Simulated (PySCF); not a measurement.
These compounds are isomers of formula C6H6.

A. `C1=CC=CC1=C`
B. Benzvalene
C. SMILES C1=CC2C=CC12

Spectrum 1. $^{13}$C{$^{1}$H} NMR (computed): δ 153.7 (CH), 53.0 (CH).

Spectrum 2. $^{13}$C{$^{1}$H} NMR (computed): δ 159.5 (C), 141.4 (CH), 133.7 (CH2), 130.6 (CH).

Spectrum 3. $^{13}$C{$^{1}$H} NMR (computed): δ 142.0 (CH), 52.7 (CH), 37.5 (CH).

- geometry: PBE0-D3(BJ)/def2-SVP
- B3LYP/pcJ-1 coupling constants (spin–dipole term left out of most H,H and C,H couplings)
- NMR shieldings at PBE0/pcSseg-1/GIAO
- code: PySCF 2.14
- one computed conformer, equivalent nuclei averaged, no solvent model, non-relativistic

Chemical shifts δ = σref − σ; $^{13}$C (σref 184.41) against TMS, all at this level. Shifts are as computed. Against solution values, carbons near 30 ppm lie about +2 ppm off and those near 130 ppm about +5 ppm. Of 1211 compounds with measured shifts, 218 miss one by over three times the rms of a fit or turn the order of signals round; such compounds aren't used in these exercises.

Question: Which spectrum belongs to which compound?

Answer: 1–C, 2–A, 3–B.

- Spectrum 1 (C): 2 $^{13}$C signals; δC 153.7 is an alkene CH; δC 53.0 is an allylic sp3 CH.
- Spectrum 2 (A): 4 $^{13}$C signals; δC 159.5 is a fully substituted alkene carbon; δC 141.4 is an alkene CH.
- Spectrum 3 (B): 3 $^{13}$C signals; δC 142.0 is an alkene CH; δC 52.7 is a three-membered-ring carbon.
